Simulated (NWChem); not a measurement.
# SF4 (sulfur tetrafluoride) at HF/3-21G

What is the vertical ionisation energy of SF4 (sulfur tetrafluoride) at HF/3-21G? 

The results are computed with NWChem 7.3.0.

### Step 1. The structure to begin with

SF4: 5 atoms, total charge 0, spin state singlet. As SMILES, `FS(F)(F)F`. The shape is that of a PBE0-D4/def2-TZVP optimisation.

Bond lengths: F1–S2 1.553 Å, S2–F3 1.649 Å, S2–F4 1.649 Å, S2–F5 1.553 Å. Angles: F1–S2–F3 87.6°, F1–S2–F4 87.6°, F1–S2–F5 101.3°, F3–S2–F4 172.5°, F3–S2–F5 87.6°, F4–S2–F5 87.6°.

### Step 2. A single-point energy at HF/3-21G

File f4s.nw:

```
start f4s
memory total 2200 mb

geometry units angstrom noautosym nocenter noautoz
F    -0.561200   -0.228000    1.172800
S     0.064000   -0.357400   -0.243000
F     1.536700   -0.462000    0.491400
F    -1.440100   -0.077300   -0.858200
F     0.400600    1.124600   -0.563100
end

basis spherical bse
* library 3-21G
end

scf
thresh 1e-08
maxiter 80
print low
end

task scf energy
```

Command:

```bash
$ nwchem f4s.nw > f4s.out
```

The log of the run:

```text
[...]
  functions       =    49
[...]
  wavefunction    = RHF
[...]
         Total SCF energy =   -790.965939729504
      One-electron energy =  -1693.873808420919
      Two-electron energy =    604.188808113962
 Nuclear repulsion energy =    298.719060577453
        Time for solution =      1.6s
 Task  times  cpu:        1.7s     wall:        1.7s
[...]
```

Wall time 2.2 s (1 thread of Intel Xeon Platinum 8259CL at 2.50GHz (Skylake/Cascade Lake), shared host); peak memory 0.099 GiB.

### Step 3. The doublet cation

File sp.nw:

```
start sp
memory total 2200 mb
charge 1

geometry units angstrom noautosym nocenter noautoz
   F       -0.561200      -0.228000       1.172800
   S        0.064000      -0.357400      -0.243000
   F        1.536700      -0.462000       0.491400
   F       -1.440100      -0.077300      -0.858200
   F        0.400600       1.124600      -0.563100
end

basis spherical bse
   * library 3-21G
end

scf
   doublet
   uhf
   thresh 1e-08
   maxiter 80
   noprint "final vectors analysis"
end

task scf energy
```

Command:

```bash
$ nwchem sp.nw > sp.out
```

The log of the run:

```text
[...]
  functions       =    49
[...]
  wavefunction    = UHF
[...]
         Total SCF energy =   -790.539342004061
      One electron energy =  -1677.723518514203
      Two electron energy =    588.465115932689
 Nuclear repulsion energy =    298.719060577453
                       Sz =      0.5000
                 Sz(Sz+1) =      0.7500
                      S^2 =      0.8602
[...]
```

It took 3.9 s on 1 thread of Intel Xeon Platinum 8259CL at 2.50GHz (Skylake/Cascade Lake), shared host; peak memory 0.098 GiB.

### Step 4. Outcome

At HF/3-21G:

| quantity | value |
| --- | --- |
| singlet SF4: total energy | -790.96594 Eh |
| doublet cation: total energy | -790.53934 Eh |
| doublet cation: ⟨S²⟩ | 0.860 |
| vertical ionisation energy (to the doublet cation) | 11.608 eV |

What this shows: Removing an electron at fixed nuclei costs 11.61 eV (268 kcal/mol). ⟨S²⟩ (doublet cation) is 0.86 where a pure doublet has 0.75: the reference is spin-contaminated. Mulliken charges (doublet cation) run from -0.34 on F1 to +2.07 on S2.
